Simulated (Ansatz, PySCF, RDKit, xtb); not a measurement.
# Solving SiPH5S, step by step, part 2 of 2

Given the formula SiPH5S and nothing else, which arrangement of the atoms is the most stable in the gas at 298.15 K, and what are its properties?

xtb, Ansatz and PySCF; isolated molecules. The steps go on from the part before.

### 9 Zero-point energy and free-energy terms

At 298.15 K and 1 atm, ideal gas, rigid rotor and harmonic oscillator:

```
label        SMILES     spin  point group  lowest mode (cm⁻¹)  zero-point (kcal/mol)  G − E (kcal/mol)
c890a      P[SiH2]S  singlet           C1                 122                   27.7               8.6
c117a      [SiH3]SP  singlet           Cs                 148                   28.0               9.5
 c914  [SiH3][P@H]S  singlet           C1                 130                   27.6               8.5
```

Chiral structures get −RT ln 2 for their mirror image.

### 10 Last filter: a higher level

Each finalist gets a single point at CCSD(T)/def2-TZVP.

c890a, CCSD(T)/def2-TZVP:

File input.yaml:

```yaml
crystal:
  periodic: [false, false, false]
  atoms:
    - symbol: P
      position_ang: [1.252638, 0.006845, 1.335012]
    - symbol: S
      position_ang: [-1.557889, 0.372607, -0.896732]
    - symbol: Si
      position_ang: [-0.836112, -0.707992, 0.819455]
    - symbol: H
      position_ang: [0.783298, 1.217088, 1.932067]
    - symbol: H
      position_ang: [1.288231, -0.705076, 2.576526]
    - symbol: H
      position_ang: [-0.752267, -2.179050, 0.568905]
    - symbol: H
      position_ang: [-1.861261, -0.448144, 1.871070]
    - symbol: H
      position_ang: [-0.506220, 0.042450, -1.681390]
basis:
  gaussian:
    orbitals: def2-TZVP
correlation:
  method: ccsd_t
  frozen_orbitals: {H: 0, Si: 5, S: 5, P: 5}
```

Run with:

```sh
$ ansatz run input.yaml --threads 1 --pin off --max-ram 2610MiB --events-out events.jsonl --progress --plain --runs-dir runs
```

Log (excerpt; [...] marks lines left out):

```text
Warning: RAYON_NUM_THREADS=1 ignored (pool sized by the plan → 1); use --threads N
Functional definition: HF
  name "HF"
[...]
909 factors; integrals over basis functions are off by at most 1.2e-3 eV
[...]
mean field -28032.53849516 eV, -1030.1767885601 hartree, gradient 7.4e-6 eV, S^2 0.000000; 0 other end points of the search recorded, 0 dependent functions left out
15 core orbitals not correlated: weight in the atoms' cores, before any rotation towards them, 1.000 or more for the frozen orbitals, at most 0.000 for the correlated occupied ones
reference -28032.53849516 eV, -1030.1767885601 hartree; 10, 10 occupied and 116, 116 virtual orbitals, 909 factors
second order -12.00369481 eV of doubles, -0.00000000 eV of singles
cycle   1  -13.16900080 eV  change    -1.2e0 eV  update   8.9e-2
[...]
cycle   9  -13.65217134 eV  change    3.6e-6 eV  update   1.3e-5
perturbative correction -0.57769266 eV, -0.0212298137 hartree
Total energy: -28046.76835916 eV, -1030.6997264167 hartree
```

Wall time 8.7 s (1 thread of Intel Xeon 6975P-C (Granite Rapids), shared host); peak memory 0.8 GiB.

### 11 c117a at CCSD(T)/def2-TZVP

File input.yaml:

```yaml
crystal:
  periodic: [false, false, false]
  atoms:
    - {symbol: P, position_ang: [-2.295848, -0.056043, 0.152101]}
    - {symbol: S, position_ang: [-0.752443, 1.250199, 0.882899]}
    - {symbol: Si, position_ang: [0.840164, -0.155489, 1.227307]}
    - {symbol: H, position_ang: [2.003868, 0.618800, 1.746832]}
    - {symbol: H, position_ang: [0.421082, -1.185156, 2.225035]}
    - {symbol: H, position_ang: [1.209378, -0.847897, -0.043744]}
    - {symbol: H, position_ang: [-1.524406, -0.803415, -0.797306]}
    - {symbol: H, position_ang: [-2.196776, -1.091754, 1.138290]}
basis:
  gaussian: {orbitals: def2-TZVP}
correlation: {method: ccsd_t, frozen_orbitals: {H: 0, Si: 5, S: 5, P: 5}}
```

Run with:

```sh
$ ansatz run input.yaml --threads 1 --pin off --max-ram 2610MiB --events-out events.jsonl --progress --plain --runs-dir runs
```

Log (excerpt; [...] marks lines left out):

```text
Warning: RAYON_NUM_THREADS=1 ignored (pool sized by the plan → 1); use --threads N
[... 2 set-up lines as earlier in the session ...]
[...]
907 factors; integrals over basis functions are off by at most 8.5e-4 eV
[...]
mean field -28032.41750683 eV, -1030.1723423208 hartree, gradient 4.2e-6 eV, S^2 0.000000; 0 other end points of the search recorded, 0 dependent functions left out
15 core orbitals not correlated: weight in the atoms' cores, before any rotation towards them, 1.000 or more for the frozen orbitals, at most 0.000 for the correlated occupied ones
reference -28032.41750683 eV, -1030.1723423208 hartree; 10, 10 occupied and 116, 116 virtual orbitals, 907 factors
second order -11.99186535 eV of doubles, -0.00000000 eV of singles
cycle   1  -13.09735533 eV  change    -1.1e0 eV  update   9.1e-2
[...]
cycle   9  -13.60684106 eV  change    8.3e-7 eV  update   2.3e-5
perturbative correction -0.58879499 eV, -0.0216378167 hartree
Total energy: -28046.61314288 eV, -1030.6940223235 hartree
```

Run time: 8.4 s. Hardware: 1 thread of Intel Xeon 6975P-C (Granite Rapids), shared host; peak memory 0.8 GiB.

### 12 Putting it together

Energies in kcal/mol from c890a; G adds the thermal terms to the CCSD(T)/def2-TZVP energy. The columns left of the relaxed level are at the tight-binding geometries.

```
label        SMILES     spin  GFN2-xTB  HF/STO-3G  r2SCAN-D4/def2-SVP  r2SCAN-D4/def2-SVP, relaxed  HF/def2-TZVP  MP2/def2-TZVP  CCSD(T)/def2-TZVP     G  share at equilibrium     T1
c890a      P[SiH2]S  singlet       0.0        0.0                 0.0                          0.0           0.0            0.0                0.0   0.0                99.9 %  0.013
c117a      [SiH3]SP  singlet     -11.6        3.9                 6.3                          6.4           2.8            3.1                3.6   4.5                 0.1 %  0.013
 c914  [SiH3][P@H]S  singlet      -1.0        9.6                13.1                         13.8          13.3           13.3               13.0  12.9               < 0.1 %  0.013
```

Lowest found: c890a, `P[SiH2]S`, a singlet of point group C1. Bond lengths: P1–Si3 2.267 Å, S2–Si3 2.153 Å, P1–H4 1.429 Å, P1–H5 1.432 Å, Si3–H6 1.495 Å, Si3–H7 1.491 Å, S2–H8 1.353 Å. Angles: P1–Si3–S2 109.4°, P1–Si3–H6 107.3°, P1–Si3–H7 114.7°, S2–Si3–H6 112.3°, S2–Si3–H7 104.1°, Si3–P1–H4 93.4°, Si3–P1–H5 93.6°, Si3–S2–H8 94.5°, H6–Si3–H7 109.2°, H4–P1–H5 93.8°.

```xyz
8

P     1.2526    0.0068    1.3350
S    -1.5579    0.3726   -0.8967
Si   -0.8361   -0.7080    0.8195
H     0.7833    1.2171    1.9321
H     1.2882   -0.7051    2.5765
H    -0.7523   -2.1791    0.5689
H    -1.8613   -0.4481    1.8711
H    -0.5062    0.0425   -1.6814
```

### 13 Density, orbitals and dipole (PBE0/def2-TZVPD)

File input.yaml:

```yaml
crystal:
  periodic: [false, false, false]
  atoms:
    - symbol: P
      position_ang: [1.252638, 0.006845, 1.335012]
    - symbol: S
      position_ang: [-1.557889, 0.372607, -0.896732]
    - symbol: Si
      position_ang: [-0.836112, -0.707992, 0.819455]
    - symbol: H
      position_ang: [0.783298, 1.217088, 1.932067]
    - symbol: H
      position_ang: [1.288231, -0.705076, 2.576526]
    - symbol: H
      position_ang: [-0.752267, -2.179050, 0.568905]
    - symbol: H
      position_ang: [-1.861261, -0.448144, 1.871070]
    - symbol: H
      position_ang: [-0.506220, 0.042450, -1.681390]
basis:
  gaussian:
    orbitals: def2-TZVPD
output:
  forces: true
  orbitals: {seedname: orbitals}
hamiltonian:
  xc: pbe0
```

Run with:

```sh
$ ansatz run input.yaml --threads 1 --pin off --max-ram 2610MiB --events-out events.jsonl --progress --plain --runs-dir runs
```

Log (excerpt; [...] marks lines left out):

```text
Warning: RAYON_NUM_THREADS=1 ignored (pool sized by the plan → 1); use --threads N
Functional definition: PBE0
  name "PBE0"
[...]
1158 factors; their error is unknown
[...]
mean field -28074.30608658 eV, -1031.7117192336 hartree, gradient 5.6e-5 eV, S^2 0.000000; 0 other end points of the search recorded, 0 dependent functions left out
[...]
reference -28074.30613072 eV, -1031.7117208558 hartree; 25, 25 occupied and 152, 152 virtual orbitals, 1158 factors
[...]
Atom 3 at     0.783298     1.217088     1.932067 Å, force     0.065700    -0.155483    -0.073161 eV/Å
Atom 4 at     1.288231    -0.705076     2.576526 Å, force    -0.013523     0.089339    -0.158918 eV/Å
Atom 5 at    -0.752267    -2.179050     0.568905 Å, force    -0.025644     0.142313    -0.006803 eV/Å
Atom 6 at    -1.861261    -0.448144     1.871070 Å, force     0.086652    -0.012914    -0.094755 eV/Å
Atom 7 at    -0.506220     0.042450    -1.681390 Å, force    -0.173211     0.056980     0.128759 eV/Å
Dipole moment:     0.093238    -0.093404     0.133374 e Å
```

It took 5.1 s on 1 thread of Intel Xeon 6975P-C (Granite Rapids), shared host.

### 14 Frequencies after a tight-binding relaxation (GFN2-xTB)

File start.xyz:

```xyz
8
c890a
P      1.252638     0.006845     1.335012
S     -1.557889     0.372607    -0.896732
Si    -0.836112    -0.707992     0.819455
H      0.783298     1.217088     1.932067
H      1.288231    -0.705076     2.576526
H     -0.752267    -2.179050     0.568905
H     -1.861261    -0.448144     1.871070
H     -0.506220     0.042450    -1.681390
```

Run with:

```sh
$ xtb start.xyz --gfn 2 --ohess tight
```

Log (excerpt; [...] marks lines left out):

```text
[...]
         ::                     SUMMARY                     ::
         :::::::::::::::::::::::::::::::::::::::::::::::::::::
         :: total energy             -10.060963755675 Eh    ::
         :: gradient norm              0.000245066791 Eh/a0 ::
         :: HOMO-LUMO gap              4.351064463811 eV    ::
         ::.................................................::
         :: SCC energy               -10.125295562935 Eh    ::
         :: -> isotropic ES            0.021319596836 Eh    ::
         :: -> anisotropic ES         -0.000603585849 Eh    ::
         :: -> anisotropic XC          0.001733625290 Eh    ::
         :: -> dispersion             -0.005334401551 Eh    ::
         :: repulsion energy           0.064331807260 Eh    ::
         :: add. restraining           0.000000000000 Eh    ::
         :: total charge              -0.000000000000 e     ::
         :::::::::::::::::::::::::::::::::::::::::::::::::::::
[...]
          | TOTAL ENERGY              -10.060963755677 Eh   |
          | TOTAL ENTHALPY            -10.010986038269 Eh   |
          | TOTAL FREE ENERGY         -10.048836217575 Eh   |
          | GRADIENT NORM               0.000245100938 Eh/α |
[...]
```

It took 0.22 s on 1 thread of Intel Xeon 6975P-C (Granite Rapids), shared host.

### 15 Electronic excitations (TD-B3LYP/def2-SVPD)

An in-house driver calls PySCF's response routines at TD-B3LYP/def2-SVPD; it has no typed input.

Log:

```text
coarse grid: 7976 points
cycle   1  E = -1031.6891570290  dE = -6.325e-02  |g| = 2.143e-01  |ddm| = 2.959e+00
cycle   2  E = -1031.6857862499  dE =  3.371e-03  |g| = 2.395e-01  |ddm| = 7.689e-01
cycle   3  E = -1031.7047510959  dE = -1.896e-02  |g| = 2.471e-02  |ddm| = 4.109e-01
cycle   4  E = -1031.7049555096  dE = -2.044e-04  |g| = 1.099e-02  |ddm| = 6.110e-02
cycle   5  E = -1031.7050021217  dE = -4.661e-05  |g| = 1.490e-03  |ddm| = 2.246e-02
cycle   6  E = -1031.7050028826  dE = -7.609e-07  |g| = 4.187e-04  |ddm| = 3.335e-03
final grid: 62464 points
cycle   7  E = -1031.8134231328  dE = -3.958e-06  |g| = 7.217e-04  |ddm| = 2.441e-02
cycle   8  E = -1031.8134231148  dE =  1.806e-08  |g| = 7.849e-04  |ddm| = 2.811e-03
cycle   9  E = -1031.8134233457  dE = -2.310e-07  |g| = 7.368e-05  |ddm| = 1.355e-03
cycle  10  E = -1031.8134233475  dE = -1.808e-09  |g| = 3.519e-05  |ddm| = 1.806e-04
cycle  11  E = -1031.8134233480  dE = -4.786e-10  |g| = 7.563e-06  |ddm| = 7.083e-05
converged SCF energy = -1031.8134233480

Static polarisability (au): isotropic 79.576, principal 66.587 75.659 96.483

Singlet excitations
state   eV       nm        f      main configurations
  1   5.6363    220.0   0.00223   H->L 0.89
  2   5.7765    214.6   0.02238   H->L+1 0.95
  3   6.2475    198.5   0.00630   H->L+2 0.73, H-1->L 0.17
  4   6.4050    193.6   0.03792   H-1->L 0.50, H->L+3 0.28, H->L+2 0.11
  5   6.4108    193.4   0.00140   H-1->L+1 0.87
  6   6.5746    188.6   0.06227   H->L+3 0.48, H-1->L 0.21, H->L+4 0.20
  7   6.6898    185.3   0.06613   H->L+4 0.67, H->L+3 0.14
  8   6.7815    182.8   0.07728   H-1->L+2 0.90

Triplet excitations (Tamm-Dancoff, eV): 5.2103 5.4448 5.5730
```

It took 5.1 s on 1 thread of Intel Xeon 6975P-C (Granite Rapids), shared host.

The roots found:

```
excited state  energy (eV)  strength
            1        5.636    0.0022
            2        5.777    0.0224
            3        6.247    0.0063
            4        6.405    0.0379
            5        6.411    0.0014
            6        6.575    0.0623
            7        6.690    0.0661
            8        6.782    0.0773
```

### 16 NMR shieldings (GIAO PBE0/pcSseg-1)

An in-house driver calls PySCF's response routines at GIAO PBE0/pcSseg-1; it has no typed input.

Log:

```text
coarse grid: 7976 points
cycle   1  E = -1031.5935704017  dE = -5.385e-02  |g| = 2.260e-01  |ddm| = 2.476e+00
cycle   2  E = -1031.5939543579  dE = -3.840e-04  |g| = 2.348e-01  |ddm| = 6.285e-01
cycle   3  E = -1031.6101060357  dE = -1.615e-02  |g| = 2.407e-02  |ddm| = 3.434e-01
cycle   4  E = -1031.6102391635  dE = -1.331e-04  |g| = 7.659e-03  |ddm| = 4.066e-02
cycle   5  E = -1031.6102591494  dE = -1.999e-05  |g| = 1.923e-03  |ddm| = 1.396e-02
cycle   6  E = -1031.6102601289  dE = -9.795e-07  |g| = 3.480e-04  |ddm| = 2.534e-03
final grid: 62464 points
cycle   7  E = -1031.6294954153  dE = -1.037e-05  |g| = 3.501e-03  |ddm| = 1.787e-02
cycle   8  E = -1031.6294952212  dE =  1.941e-07  |g| = 3.455e-03  |ddm| = 8.700e-03
cycle   9  E = -1031.6294981469  dE = -2.926e-06  |g| = 2.606e-04  |ddm| = 4.712e-03
cycle  10  E = -1031.6294981720  dE = -2.505e-08  |g| = 6.636e-05  |ddm| = 4.907e-04
cycle  11  E = -1031.6294981733  dE = -1.286e-09  |g| = 1.108e-05  |ddm| = 9.225e-05
cycle  12  E = -1031.6294981733  dE = -4.457e-11  |g| = 2.252e-06  |ddm| = 1.842e-05
converged SCF energy = -1031.6294981733

GIAO shielding tensors (ppm)
atom      isotropic    diamagn.    paramagn.     s11        s22        s33       span
  0 P      581.472     966.736    -385.264    514.663    583.815    645.939    131.275
  1 S      739.361    1057.484    -318.123    625.356    694.626    898.102    272.745
  2 Si     374.959     878.909    -503.950    307.172    388.012    429.693    122.521
  3 H       29.355      28.947       0.409     24.551     26.918     36.597     12.045
  4 H       29.382      28.333       1.049     24.474     25.842     37.831     13.357
  5 H       26.182      28.188      -2.007     21.771     24.914     31.860     10.089
  6 H       26.024      28.125      -2.101     21.935     24.695     31.442      9.507
  7 H       30.999      30.422       0.577     22.964     28.096     41.937     18.973
```

It took 4.2 s on 1 thread of Intel Xeon 6975P-C (Granite Rapids), shared host.

Isotropic shieldings, averaged over atoms that the bond graph makes equivalent (absolute, not shifts):

```
 atoms  shielding (ppm)
    P1            581.5
    S2            739.4
   Si3            375.0
H4, H5            29.37
H6, H7            26.10
    H8            31.00
```

### 17 The cation at the same geometry (PBE0/def2-TZVPD)

Edit input.yaml of step 13 so:

```diff
@@ -22,6 +22,7 @@
     orbitals: def2-TZVPD
-output:
-  forces: true
-  orbitals: {seedname: orbitals}
+total_charge: 1
+magnetization:
+  spin_polarized: true
+  initial_magnetization: 1
 hamiltonian:
-  xc: pbe0
+  xc: {name: PBE0}
```

Run with:

```sh
$ ansatz run input.yaml --threads 1 --pin off --max-ram 2610MiB --events-out events.jsonl --progress --plain --runs-dir runs
```

Log (excerpt; [...] marks lines left out):

```text
Warning: RAYON_NUM_THREADS=1 ignored (pool sized by the plan → 1); use --threads N
[... 2 set-up lines as earlier in the session ...]
[...]
1158 factors; their error is unknown
[...]
mean field -28064.99347701 eV, -1031.3694871442 hartree, gradient 5.0e-5 eV, S^2 0.761438; 2 other end points of the search recorded, 0 dependent functions left out
reference -28064.99351280 eV, -1031.3694884597 hartree; 25, 24 occupied and 152, 153 virtual orbitals, 1158 factors
Total energy: -28064.99351280 eV, -1031.3694884597 hartree
```

Run time: 9.3 s. Hardware: 1 thread of Intel Xeon 6975P-C (Granite Rapids), shared host.

Difference from the parent: 9.31 eV.

### 18 The anion at the same geometry (PBE0/def2-TZVPD)

Edit input.yaml of step 17 so:

```diff
@@ -1 +1,4 @@
+basis:
+  gaussian:
+    orbitals: def2-TZVPD
 crystal:
@@ -19,6 +22,3 @@
       position_ang: [-0.506220, 0.042450, -1.681390]
-basis:
-  gaussian:
-    orbitals: def2-TZVPD
-total_charge: 1
+total_charge: -1
 magnetization:
@@ -28 +28,3 @@
   xc: {name: PBE0}
+scf:
+  lower_state_search: off
```

Run with:

```sh
$ ansatz run input.yaml --threads 1 --pin off --max-ram 2610MiB --events-out events.jsonl --progress --plain --runs-dir runs
```

Log (excerpt; [...] marks lines left out):

```text
Warning: RAYON_NUM_THREADS=1 ignored (pool sized by the plan → 1); use --threads N
[... 2 set-up lines as earlier in the session ...]
[...]
1158 factors; their error is unknown
[...]
mean field -28073.55517004 eV, -1031.6841235598 hartree, gradient 2.5e-6 eV, S^2 0.750793; 0 other end points of the search recorded, 0 dependent functions left out
reference -28073.55520487 eV, -1031.6841248399 hartree; 26, 25 occupied and 151, 152 virtual orbitals, 1158 factors
Total energy: -28073.55520487 eV, -1031.6841248399 hartree
Checks for a lower state left out: stability, starts, cluster_reference, orbital_swaps, neighbouring_geometries, increment
```

Wall time 6.9 s (1 thread of Intel Xeon 6975P-C (Granite Rapids), shared host).

Parent less the species with the added electron: -0.75 eV. The extra electron isn't bound at this geometry, so the number measures the basis, not the molecule.

### 19 The triplet at the same geometry (PBE0/def2-TZVPD)

File input.yaml:

```yaml
basis:
  gaussian:
    orbitals: def2-TZVPD
crystal:
  periodic: [false, false, false]
  atoms:
    - {symbol: P, position_ang: [1.252638, 0.006845, 1.335012]}
    - {symbol: S, position_ang: [-1.557889, 0.372607, -0.896732]}
    - {symbol: Si, position_ang: [-0.836112, -0.707992, 0.819455]}
    - {symbol: H, position_ang: [0.783298, 1.217088, 1.932067]}
    - {symbol: H, position_ang: [1.288231, -0.705076, 2.576526]}
    - {symbol: H, position_ang: [-0.752267, -2.179050, 0.568905]}
    - {symbol: H, position_ang: [-1.861261, -0.448144, 1.871070]}
    - {symbol: H, position_ang: [-0.506220, 0.042450, -1.681390]}
magnetization:
  spin_polarized: true
  initial_magnetization: 2
hamiltonian:
  xc: pbe0
```

Run with:

```sh
$ ansatz run input.yaml --threads 1 --pin off --max-ram 2610MiB --events-out events.jsonl --progress --plain --runs-dir runs
```

Log (excerpt; [...] marks lines left out):

```text
Warning: RAYON_NUM_THREADS=1 ignored (pool sized by the plan → 1); use --threads N
[... 2 set-up lines as earlier in the session ...]
[...]
1158 factors; their error is unknown
[...]
mean field -28069.04755281 eV, -1031.5184716818 hartree, gradient 1.8e-6 eV, S^2 2.006430; 14 other end points of the search recorded, 0 dependent functions left out
reference -28069.04760655 eV, -1031.5184736571 hartree; 26, 24 occupied and 151, 153 virtual orbitals, 1158 factors
Total energy: -28069.04760655 eV, -1031.5184736571 hartree
```

Run time: 42 s. Hardware: 1 thread of Intel Xeon 6975P-C (Granite Rapids), shared host; peak memory 0.71 GiB.

It lies 5.26 eV above the singlet.

### 20 Stability of the closed-shell solution (PBE0/def2-SVP)

File input.py:

```python
from pyscf import gto, dft

mol = gto.M(
    atom=[
    ('P', (1.252638, 0.006845, 1.335012)),
    ('S', (-1.557889, 0.372607, -0.896732)),
    ('Si', (-0.836112, -0.707992, 0.819455)),
    ('H', (0.783298, 1.217088, 1.932067)),
    ('H', (1.288231, -0.705076, 2.576526)),
    ('H', (-0.752267, -2.179050, 0.568905)),
    ('H', (-1.861261, -0.448144, 1.871070)),
    ('H', (-0.506220, 0.042450, -1.681390)),
],
    charge=0,
    max_memory=1860,
    verbose=3,
    basis='def2-svp',
)

mf = dft.RKS(mol)
mf.xc = 'pbe0'
mf = mf.density_fit(auxbasis='def2-universal-jkfit')
mf.grids.level = 3
mf.max_cycle = 100
mf.kernel()
if not mf.converged:
    mf = mf.newton().run(mf.mo_coeff, mf.mo_occ)

e_tot = mf.e_tot
print('E(%s) = %.9f' % ('PBE0', e_tot))
mo_i, mo_e, stable_i, stable_e = mf.stability(internal=True, external=True, return_status=True)
print('stable: internal', stable_i, 'external', stable_e)
```

Run with:

```sh
$ OMP_NUM_THREADS=1 python input.py
```

Log:

```text
converged SCF energy = -1031.34941683798
E(PBE0) = -1031.349416838
<class 'pyscf.df.df_jk.DFRKS'> wavefunction is stable in the internal stability analysis
<class 'pyscf.df.df_jk.DFRKS'> wavefunction is stable in the real -> complex stability analysis
<class 'pyscf.df.df_jk.DFRKS'> wavefunction is stable in the RHF/RKS -> UHF/UKS stability analysis
stable: internal True external True
```

Wall time 47 s (1 thread of Intel Xeon 6975P-C (Granite Rapids), shared host).

### 21 What came out

The summary covers parts 1 to 2.

| quantity | value |
| --- | --- |
| lowest structure found | P[SiH2]S, singlet, C1 |
| next finalist | [SiH3]SP, singlet, 4.5 kcal/mol higher in G |
| share at equilibrium, among the finalists | 99.9 % |
| funnel | 19 starts, 16 minima at GFN2-xTB, 10 screening runs, 2 rescued, 4 relaxed, 3 ranked |
| CPU time of all runs | 9.6 min |
| harmonic wavenumbers, lowest and highest (r2SCAN-D4/def2-SVP) | 122 and 2688 cm⁻¹ |
| rotational constants, same geometry | 0.3663, 0.0754, 0.06549 cm⁻¹ |
| dipole moment (PBE0/def2-TZVPD) | 0.90 D |
| HOMO energy (PBE0/def2-TZVPD) | -7.40 eV |
| LUMO energy (PBE0/def2-TZVPD) | -0.42 eV |
| HOMO–LUMO gap (PBE0/def2-TZVPD) | 6.98 eV |
| lowest excitation (TD-B3LYP/def2-SVPD) | 5.64 eV (f = 0.002) |
| lowest triplet excitation, same level, Tamm-Dancoff | 5.21 eV |
| vertical ionisation energy | 9.31 eV |
| vertical electron affinity | -0.75 eV (unbound: the value depends on the basis) |
| vertical triplet less singlet | +5.26 eV |

What this shows: The lowest structure found is `P[SiH2]S`. The margin of 4.5 kcal/mol over the next finalist is beyond the usual error of the last level; it says nothing of structures that weren't ranked. HF/STO-3G, r2SCAN-D4/def2-SVP, r2SCAN-D4/def2-SVP, relaxed, HF/def2-TZVP and MP2/def2-TZVP already put its bonding pattern lowest among the structures in one piece; GFN2-xTB favours the singlet [SiH3]SP. The largest share of the time went into the vibrations (28 %). The search is not exhaustive (a finite list of starts, one conformer a finalist), so a lower isomer can't be ruled out. Patterns outside the rules of the enumeration were met only by chance. The lowest isomer need not be the one that is made and kept in a bottle, which depends on barriers.
